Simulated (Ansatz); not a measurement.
# CH4Si (SMILES [CH][SiH3]): the electronic atomisation energy, rung by rung

The species is CH4Si (6 atoms), meant as a triplet with charge 0. SMILES: `[CH][SiH3]`. The coordinates come from a GFN2-xTB relaxation.

Quantity: the electronic atomisation energy, in eV. The values are calculated. Electronic energies at fixed atoms, without zero-point motion or spin-orbit coupling.

```json
{"level": "UBLYP/STO-3G", "kind": "GGA", "program": "Ansatz", "value (eV)": "23.18", "less FCI/STO-3G": "+2.67"}
{"level": "UPBE0/STO-3G", "kind": "global hybrid", "program": "Ansatz", "value (eV)": "23.17", "less FCI/STO-3G": "+2.66"}
{"level": "UHSE06/STO-3G", "kind": "range-separated hybrid", "program": "Ansatz", "value (eV)": "23.18", "less FCI/STO-3G": "+2.67"}
{"level": "UB2PLYP/STO-3G", "kind": "double hybrid", "program": "Ansatz", "value (eV)": "22.14", "less FCI/STO-3G": "+1.63"}
{"level": "RPA@PBE/STO-3G", "kind": "RPA", "program": "Ansatz", "value (eV)": "19.61", "less FCI/STO-3G": "-0.90"}
{"level": "UCCSD(T)/STO-3G", "kind": "coupled cluster or CI", "program": "Ansatz", "value (eV)": "20.50", "less FCI/STO-3G": "-0.01"}
{"level": "UCCSDT(Q)/STO-3G", "kind": "coupled cluster or CI", "program": "Ansatz", "value (eV)": "20.51", "less FCI/STO-3G": "0.00"}
{"level": "FCI/STO-3G", "kind": "exact in the basis", "program": "Ansatz", "value (eV)": "20.51", "less FCI/STO-3G": "0.00"}
```

FCI/STO-3G is exact within its basis and frozen core, so for wave-function methods in that basis the difference is their error; functionals converge differently with the basis, so for them it is only a difference. The values span 19.61 to 23.18 eV. All rows use very small basis sets, so even the best lies far from the true value.
